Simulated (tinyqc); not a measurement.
Inside a calculation. Method: RKS/PBE in the sto-6g basis, for HF, spin multiplicity 1. Computed by tinyqc, a small Python program that keeps every step (integrals from PySCF). Settings: charge = 0, multiplicity = 1, basis = sto-6g, energy threshold = 1e-08, iteration cap = 90, orthogonalisation = canonical, start = atomic densities, DIIS depth = 8, DIIS from iteration = 2, method = RKS, functional = pbe,pbe, grid = [15, 50]. Command: `OMP_NUM_THREADS=1 python tinyqc.py 31044 31045 out.jsonl` (the two numbers bound the seeds that draw the settings). One thread of a shared host (Intel(R) Xeon(R) Processor @ 2.60GHz), about 0.8 s of CPU time with the checks. Later iterations appear only in the table of the cycle.

## One-electron integrals

Geometry (angstrom):
```
atom         x         y         z
F     0.000000  0.000000  0.000000
H     0.000000  0.000000  1.485000
```

Basis sto-6g: exponents (1/bohr^2) and contraction coefficients of normalised primitives:
```
element  l (shell)     exponent  coefficient
F            s (1)  1728.626574     0.009164
F            s (1)   316.941790     0.049361
F            s (1)    88.668891     0.168538
F            s (1)    30.460157     0.370563
F            s (1)    11.828570     0.416492
F            s (1)     4.871659     0.130334
F            s (2)    67.032281    -0.013253
F            s (2)    13.267438    -0.046992
F            s (2)     4.123510    -0.033785
F            s (2)     1.586463     0.250242
F            s (2)     0.689002     0.595117
F            s (2)     0.315820     0.240706
F            p (3)    67.032281     0.003760
F            p (3)    13.267438     0.037679
F            p (3)     4.123510     0.173897
F            p (3)     1.586463     0.418036
F            p (3)     0.689002     0.425860
F            p (3)     0.315820     0.101708
H            s (1)    35.523221     0.009164
H            s (1)     6.513144     0.049361
H            s (1)     1.822143     0.168538
H            s (1)     0.625955     0.370563
H            s (1)     0.243077     0.416492
H            s (1)     0.100112     0.130334
```

Overlap, kinetic and nuclear-attraction integrals over the contracted functions; the nuclear repulsion is the sum of Za Zb / Rab.

nuclear repulsion = 3.20713461 hartree

overlap S, lower triangle:
```
           1F 1s     1F 2s    1F 2px    1F 2py    1F 2pz     2H 1s
1F 1s   1.000000
1F 2s   0.232479  1.000000
1F 2px  0.000000  0.000000  1.000000
1F 2py  0.000000  0.000000  0.000000  1.000000
1F 2pz  0.000000  0.000000  0.000000  0.000000  1.000000
2H 1s   0.013580  0.171815  0.000000  0.000000  0.156874  1.000000
```

kinetic energy T (hartree), lower triangle:
```
            1F 1s      1F 2s    1F 2px    1F 2py    1F 2pz     2H 1s
1F 1s   37.397730
1F 2s   -1.143349   1.082297
1F 2px   0.000000   0.000000  3.251325
1F 2py   0.000000   0.000000  0.000000  3.251325
1F 2pz   0.000000   0.000000  0.000000  0.000000  3.251325
2H 1s   -0.004276  -0.012325  0.000000  0.000000  0.023075  0.768522
```

nuclear attraction V (hartree), lower triangle:
```
             1F 1s       1F 2s      1F 2px      1F 2py      1F 2pz      2H 1s
1F 1s   -78.178800
1F 2s    -7.948554  -11.831743
1F 2px    0.000000    0.000000  -11.820838
1F 2py    0.000000    0.000000    0.000000  -11.820838
1F 2pz   -0.006073   -0.071806    0.000000    0.000000  -11.852027
2H 1s    -0.530130   -1.360684    0.000000    0.000000   -1.056818  -4.433049
```

core Hamiltonian H = T + V (hartree), lower triangle:
```
             1F 1s       1F 2s     1F 2px     1F 2py     1F 2pz      2H 1s
1F 1s   -40.781070
1F 2s    -9.091903  -10.749446
1F 2px    0.000000    0.000000  -8.569512
1F 2py    0.000000    0.000000   0.000000  -8.569512
1F 2pz   -0.006073   -0.071806   0.000000   0.000000  -8.600702
2H 1s    -0.534406   -1.373010   0.000000   0.000000  -1.033743  -3.664527
```

## Two-electron integrals

Functions are numbered as in S; the eight-fold symmetry (ij|kl) = (ji|kl) = (kl|ij) leaves the list below.

Two-electron integrals (ij|kl) in chemists' order, unique and non-zero (hartree):
```
(11|11) 5.406240   (21|11) 0.768129   (21|21) 0.138909   (22|11) 1.266271
(22|21) 0.283987   (22|22) 0.926367   (31|31) 0.029452   (32|31) 0.044681
(32|32) 0.204753   (33|11) 1.266273   (33|21) 0.283987   (33|22) 0.926366
(33|33) 0.998085   (41|41) 0.029452   (42|41) 0.044681   (42|42) 0.204753
(43|43) 0.053789   (44|11) 1.266273   (44|21) 0.283987   (44|22) 0.926366
(44|33) 0.890506   (44|44) 0.998085   (51|51) 0.029452   (52|51) 0.044681
(52|52) 0.204753   (53|53) 0.053789   (54|54) 0.053789   (55|11) 1.266273
(55|21) 0.283987   (55|22) 0.926366   (55|33) 0.890506   (55|44) 0.890506
(55|55) 0.998085   (61|11) 0.047622   (61|21) 0.008266   (61|22) 0.016569
(61|33) 0.016543   (61|44) 0.016543   (61|51) 0.000359   (61|52) 0.000707
(61|55) 0.016622   (61|61) 0.000500   (62|11) 0.139842   (62|21) 0.031926
(62|22) 0.118666   (62|33) 0.116962   (62|44) 0.116962   (62|51) 0.002314
(62|52) 0.018498   (62|55) 0.122074   (62|61) 0.001906   (62|62) 0.020234
(63|31) 0.003280   (63|32) 0.019658   (63|53) 0.003750   (63|63) 0.002739
(64|41) 0.003280   (64|42) 0.019658   (64|54) 0.003750   (64|64) 0.002739
(65|11) 0.104458   (65|21) 0.024151   (65|22) 0.095782   (65|33) 0.092068
(65|44) 0.092068   (65|51) 0.004709   (65|52) 0.032919   (65|55) 0.103211
(65|61) 0.001493   (65|62) 0.020028   (65|65) 0.022284   (66|11) 0.354783
(66|21) 0.082443   (66|22) 0.352585   (66|33) 0.343862   (66|44) 0.343862
(66|51) 0.005865   (66|52) 0.067242   (66|55) 0.370029   (66|61) 0.004927
(66|62) 0.084942   (66|65) 0.096780   (66|66) 0.774999
```

## Orthogonalisation

S = U s U^T; canonical form X = U s^(-1/2), so that X^T S X = 1. Each column of U has its largest component positive (the first on a tie).

eigenvalues of S: 0.700070  0.874085  1.000000  1.000000  1.112335  1.313510

X:
```
                1          2          3         4          5         6
1F 1s   -0.590591   0.550131   0.000000  0.000000  -0.460602  0.440863
1F 2s    0.796484  -0.265862   0.000000  0.000000  -0.249444  0.568751
1F 2px   0.000000   0.000000  -0.016917  0.999857   0.000000  0.000000
1F 2py   0.000000   0.000000   0.999857  0.016917   0.000000  0.000000
1F 2pz   0.309257   0.684646   0.000000  0.000000   0.642576  0.220805
2H 1s   -0.591275  -0.549534   0.000000  0.000000   0.460141  0.441278
```

Within a degenerate level the vectors are fixed only up to a rotation; this is one choice.

## Starting guess

The start is atomic minimal-basis densities projected into this basis (PySCF's MINAO start) and scaled to the electron count of each spin; this density is not idempotent, so its energy is not variational and may lie below the converged one.

D at the start, lower triangle:
```
            1F 1s      1F 2s    1F 2px    1F 2py    1F 2pz     2H 1s
1F 1s    2.152021
1F 2s   -0.498168   2.141874
1F 2px   0.000000   0.000000  1.636591
1F 2py   0.000000   0.000000  0.000000  1.636591
1F 2pz   0.005711  -0.032329  0.000000  0.000000  1.585444
2H 1s   -0.010816   0.050647  0.000000  0.000000  0.166170  1.009862
```

## Iteration 1: exchange-correlation on the grid

Becke grid with 15 radial and 50 angular points per atom, points of zero weight dropped. rho = sum D_ij phi_i phi_j; V_xc,ij = sum w v_xc phi_i phi_j plus the gradient terms; v_xc is d(rho eps)/d rho at fixed gradient.

The 16 grid points with the largest w rho, of 1492 (bohr, atomic units):
```
x                  y          z         w       rho  |grad rho|^2     eps_xc       v_xc
0.636396    0.636396   0.000000  0.082943  0.662012      3.589534  -0.723235  -0.905145
0.636396   -0.636396   0.000000  0.082943  0.662012      3.589534  -0.723235  -0.905145
-0.636396  -0.636396   0.000000  0.082943  0.662012      3.589534  -0.723235  -0.905145
-0.636396   0.636396   0.000000  0.082943  0.662012      3.589534  -0.723235  -0.905145
0.000000    0.636396  -0.636396  0.082946  0.660342      3.577353  -0.722715  -0.904316
-0.636396   0.000000  -0.636396  0.082946  0.660342      3.577353  -0.722715  -0.904316
0.000000   -0.636396  -0.636396  0.082946  0.660342      3.577353  -0.722715  -0.904316
0.636396    0.000000  -0.636396  0.082946  0.660342      3.577353  -0.722715  -0.904316
-0.636396   0.000000   0.636396  0.082470  0.655936      3.439825  -0.720809  -0.903208
0.000000   -0.636396   0.636396  0.082470  0.655936      3.439825  -0.720809  -0.903208
0.000000    0.636396   0.636396  0.082470  0.655936      3.439825  -0.720809  -0.903208
0.636396    0.000000   0.636396  0.082470  0.655936      3.439825  -0.720809  -0.903208
0.519615    0.519615  -0.519615  0.077504  0.661552      3.590657  -0.723114  -0.904871
-0.519615   0.519615  -0.519615  0.077504  0.661552      3.590657  -0.723114  -0.904871
-0.519615  -0.519615  -0.519615  0.077504  0.661552      3.590657  -0.723114  -0.904871
0.519615   -0.519615  -0.519615  0.077504  0.661552      3.590657  -0.723114  -0.904871
```

electrons on the grid, sum of w rho = 9.995868

E_xc = sum of w rho eps_xc = -10.82429176 hartree

V_xc (hartree), lower triangle:
```
            1F 1s      1F 2s     1F 2px     1F 2py     1F 2pz      2H 1s
1F 1s   -3.503977
1F 2s   -0.430003  -0.904839
1F 2px   0.000000   0.000000  -0.904571
1F 2py   0.000000   0.000000   0.000000  -0.904571
1F 2pz   0.000187  -0.001340   0.000000   0.000000  -0.905490
2H 1s   -0.027695  -0.105264   0.000000   0.000000  -0.084201  -0.439817
```

## Iteration 1: building the Kohn-Sham matrix

J_ij = sum D_kl (ij|kl); F = H + J + V_xc; E = tr D H + tr D J / 2 + E_xc + E_nn.

Coulomb J (hartree), lower triangle:
```
            1F 1s     1F 2s    1F 2px    1F 2py    1F 2pz     2H 1s
1F 1s   20.139695
1F 2s    3.597018  9.326678
1F 2px   0.000000  0.000000  9.318297
1F 2py   0.000000  0.000000  0.000000  9.318297
1F 2pz   0.005162  0.067975  0.000000  0.000000  9.343439
2H 1s    0.215849  1.192957  0.000000  0.000000  0.975940  3.967756
```

Kohn-Sham matrix F (hartree), lower triangle:
```
             1F 1s      1F 2s     1F 2px     1F 2py     1F 2pz      2H 1s
1F 1s   -24.145352
1F 2s    -5.924887  -2.327607
1F 2px    0.000000   0.000000  -0.155786
1F 2py    0.000000   0.000000   0.000000  -0.155786
1F 2pz   -0.000723  -0.005170   0.000000   0.000000  -0.162753
2H 1s    -0.346252  -0.285317   0.000000   0.000000  -0.142004  -0.136588
```

total energy of this density = -100.45149315 hartree

This density is the starting one; it is not idempotent, so its energy is not variational and may lie below the converged one.

## Iteration 1: diagonalisation and new density

Diagonalise F' = X^T F X, C = X C', fill 5 alpha and 5 beta electrons from the bottom; D = 2 C_occ C_occ^T. Each column has its largest component positive (the first on a tie).

F' = X^T F X (hartree), lower triangle:
```
           1          2          3          4          5          6
1  -4.311113
2   4.892192  -5.622202
3   0.000000   0.000000  -0.155786
4   0.000000   0.000000   0.000000  -0.155786
5  -4.915142   5.841965   0.000000   0.000000  -6.594579
6   5.340035  -6.560145   0.000000   0.000000   7.286543  -8.758634
```

orbital energies (hartree): MO1 -24.149831, MO2 -0.926110, MO3 -0.236850, MO4 -0.155786, MO5 -0.155786, MO6 0.026263

coefficients C:
```
              MO1        MO2        MO3       MO4        MO5        MO6
1F 1s    0.996562  -0.250728   0.026630  0.000000   0.000000   0.035307
1F 2s    0.014468   1.016337  -0.140409  0.000000   0.000000  -0.194685
1F 2px   0.000000   0.000000   0.000000  0.288580   0.957456   0.000000
1F 2py   0.000000   0.000000   0.000000  0.957456  -0.288580   0.000000
1F 2pz   0.000278   0.006404   0.761587  0.000000   0.000000  -0.667818
2H 1s   -0.001611   0.056461   0.544961  0.000000   0.000000   0.870561
```

D after iteration 1, lower triangle:
```
            1F 1s      1F 2s    1F 2px    1F 2py    1F 2pz     2H 1s
1F 1s    2.113419
1F 2s   -0.488291   2.105732
1F 2px   0.000000   0.000000  2.000000
1F 2py   0.000000   0.000000  0.000000  2.000000
1F 2pz   0.037905  -0.200843  0.000000  0.000000  1.160113
2H 1s   -0.002498  -0.038316  0.000000  0.000000  0.830793  0.600346
```

Within a degenerate level the vectors are fixed only up to a rotation; this is one choice.

## Iteration 2: exchange-correlation on the grid

As before.

The 16 grid points with the largest w rho, of 1492 (bohr, atomic units):
```
x                  y          z         w       rho  |grad rho|^2     eps_xc       v_xc
0.636396   -0.636396   0.000000  0.082943  0.759774      4.750707  -0.753970  -0.947818
0.636396    0.636396   0.000000  0.082943  0.759774      4.750707  -0.753970  -0.947818
-0.636396  -0.636396   0.000000  0.082943  0.759774      4.750707  -0.753970  -0.947818
-0.636396   0.636396   0.000000  0.082943  0.759774      4.750707  -0.753970  -0.947818
0.000000   -0.636396  -0.636396  0.082946  0.681254      3.860179  -0.729767  -0.913348
0.000000    0.636396  -0.636396  0.082946  0.681254      3.860179  -0.729767  -0.913348
-0.636396   0.000000  -0.636396  0.082946  0.681254      3.860179  -0.729767  -0.913348
0.636396    0.000000  -0.636396  0.082946  0.681254      3.860179  -0.729767  -0.913348
-0.271360   0.814081  -0.271360  0.074122  0.753974      4.693824  -0.752283  -0.945270
-0.271360  -0.814081  -0.271360  0.074122  0.753974      4.693824  -0.752283  -0.945270
0.271360   -0.814081  -0.271360  0.074122  0.753974      4.693824  -0.752283  -0.945270
0.271360    0.814081  -0.271360  0.074122  0.753974      4.693824  -0.752283  -0.945270
-0.814081  -0.271360  -0.271360  0.074122  0.753974      4.693824  -0.752283  -0.945270
-0.814081   0.271360  -0.271360  0.074122  0.753974      4.693824  -0.752283  -0.945270
0.814081    0.271360  -0.271360  0.074122  0.753974      4.693824  -0.752283  -0.945270
0.814081   -0.271360  -0.271360  0.074122  0.753974      4.693824  -0.752283  -0.945270
```

electrons on the grid, sum of w rho = 9.996081

E_xc = sum of w rho eps_xc = -10.87050630 hartree

V_xc (hartree), lower triangle:
```
            1F 1s      1F 2s     1F 2px     1F 2py     1F 2pz      2H 1s
1F 1s   -3.487914
1F 2s   -0.430247  -0.916135
1F 2px   0.000000   0.000000  -0.928254
1F 2py   0.000000   0.000000   0.000000  -0.928254
1F 2pz   0.001587   0.006546   0.000000   0.000000  -0.891984
2H 1s   -0.027631  -0.105061   0.000000   0.000000  -0.081962  -0.394487
```

## Iteration 2: building the Kohn-Sham matrix

As before.

Coulomb J (hartree), lower triangle:
```
            1F 1s     1F 2s    1F 2px    1F 2py    1F 2pz     2H 1s
1F 1s   20.251653
1F 2s    3.638264  9.491307
1F 2px   0.000000  0.000000  9.510146
1F 2py   0.000000  0.000000  0.000000  9.510146
1F 2pz  -0.004548  0.014786  0.000000  0.000000  9.453625
2H 1s    0.217950  1.199172  0.000000  0.000000  0.967598  3.809442
```

Kohn-Sham matrix F (hartree), lower triangle:
```
             1F 1s      1F 2s    1F 2px    1F 2py     1F 2pz      2H 1s
1F 1s   -24.017331
1F 2s    -5.883886  -2.174275
1F 2px    0.000000   0.000000  0.012380
1F 2py    0.000000   0.000000  0.000000  0.012380
1F 2pz   -0.009034  -0.050474  0.000000  0.000000  -0.039061
2H 1s    -0.344088  -0.278898  0.000000  0.000000  -0.148107  -0.249572
```

total energy of this density = -99.62622582 hartree

## Iteration 2: diagonalisation and new density

As before.

F' = X^T F X (hartree), lower triangle:
```
           1          2         3         4          5          6
1  -4.257016
2   4.814682  -5.545362
3   0.000000   0.000000  0.012380
4   0.000000   0.000000  0.000000  0.012380
5  -4.875066   5.918657  0.000000  0.000000  -6.507863
6   5.397660  -6.520522  0.000000  0.000000   7.201204  -8.689683
```

orbital energies (hartree): MO1 -24.021497, MO2 -0.785775, MO3 -0.241623, MO4 0.012380, MO5 0.012380, MO6 0.048970

coefficients C:
```
              MO1        MO2        MO3        MO4       MO5        MO6
1F 1s    0.996691  -0.246266   0.061094   0.000000  0.000000  -0.013570
1F 2s    0.013943   0.996519  -0.300128   0.000000  0.000000   0.086293
1F 2px   0.000000   0.000000   0.000000   0.998311  0.058103   0.000000
1F 2py   0.000000   0.000000   0.000000  -0.058103  0.998311   0.000000
1F 2pz   0.000647   0.068288   0.395560   0.000000  0.000000   0.930003
2H 1s   -0.001606   0.117450   0.859532   0.000000  0.000000  -0.552682
```

D after iteration 2, lower triangle:
```
            1F 1s      1F 2s    1F 2px    1F 2py    1F 2pz     2H 1s
1F 1s    2.115544
1F 2s   -0.499696   2.166644
1F 2px   0.000000   0.000000  2.000000
1F 2py   0.000000   0.000000  0.000000  2.000000
1F 2pz   0.015989  -0.101319  0.000000  0.000000  0.322263
2H 1s    0.043975  -0.281902  0.000000  0.000000  0.696032  1.505184
```

Within a degenerate level the vectors are fixed only up to a rotation; this is one choice.

## Iteration 9 (converged): orbitals

converged F (hartree), lower triangle:
```
             1F 1s      1F 2s     1F 2px     1F 2py     1F 2pz      2H 1s
1F 1s   -24.212081
1F 2s    -5.925722  -2.289650
1F 2px    0.000000   0.000000  -0.101195
1F 2py    0.000000   0.000000   0.000000  -0.101195
1F 2pz   -0.006888  -0.032332   0.000000   0.000000  -0.158045
2H 1s    -0.346500  -0.286534   0.000000   0.000000  -0.149403  -0.189425
```

As before.

F' = X^T F X (hartree), lower triangle:
```
           1          2          3          4          5          6
1  -4.334995
2   4.882626  -5.642614
3   0.000000   0.000000  -0.101195
4   0.000000   0.000000   0.000000  -0.101195
5  -4.932797   5.886016   0.000000   0.000000  -6.607443
6   5.379175  -6.581114   0.000000   0.000000   7.272374  -8.779975
```

orbital energies (hartree): MO1 -24.216135, MO2 -0.892510, MO3 -0.251393, MO4 -0.101195, MO5 -0.101195, MO6 -0.004989

coefficients C:
```
              MO1        MO2        MO3        MO4       MO5        MO6
1F 1s    0.996742  -0.248921   0.040437   0.000000  0.000000   0.029401
1F 2s    0.013732   1.010769  -0.203110   0.000000  0.000000  -0.166349
1F 2px   0.000000   0.000000   0.000000  -0.017328  0.999850   0.000000
1F 2py   0.000000   0.000000   0.000000   0.999850  0.017328   0.000000
1F 2pz   0.000541   0.043102   0.681545   0.000000  0.000000  -0.748115
2H 1s   -0.001564   0.073665   0.635734   0.000000  0.000000   0.805272
```

D after iteration 9, lower triangle:
```
            1F 1s      1F 2s    1F 2px    1F 2py    1F 2pz     2H 1s
1F 1s    2.114184
1F 2s   -0.492256   2.126193
1F 2px   0.000000   0.000000  2.000000
1F 2py   0.000000   0.000000  0.000000  2.000000
1F 2pz   0.034740  -0.189710  0.000000  0.000000  0.932724
2H 1s    0.011622  -0.109375  0.000000  0.000000  0.872911  0.819173
```

Within a degenerate level the vectors are fixed only up to a rotation; this is one choice.

## Convergence

Stop when the energy changes by less than 1e-08 hartree and every element of the error matrix X^T (F D S - S D F) X is below 3e-05.

Course of the cycle:
```
iteration    E (hartree)     change  largest element of the error matrix
1          -100.45149315          -                             3.34e-01
2           -99.62622582   8.25e-01                             1.49e-01
3           -99.42445101   2.02e-01                             4.11e-01
4           -99.65033460  -2.26e-01                             4.13e-02
5           -99.65213829  -1.80e-03                             5.46e-03
6           -99.65216956  -3.13e-05                             1.91e-03
7           -99.65217346  -3.90e-06                             1.40e-04
8           -99.65217349  -2.15e-08                             1.12e-07
9           -99.65217349  -4.26e-14                             5.31e-08
```

PySCF RKS in the same basis, fine grid = -99.67481235 hartree

Converged in 9 iterations. The coarse grid moves the energy by +2.26e-02 hartree.

## Populations, bond orders and dipole

Mulliken: Z minus the diagonal of D S on the atom; Loewdin: the same with S^(1/2) D S^(1/2); Mayer order: 2 sum_s sum (D(s) S)_ij (D(s) S)_ji over the two atoms.

Charges (e):
```
atom   Mulliken    Loewdin
1F    -0.062524  -0.054882
2H     0.062524   0.054882
```

Mayer bond orders:
```
pair     order
2-1   0.996091
```

dipole moment about the origin, x y z (debye): 0.000000  0.000000  0.760826
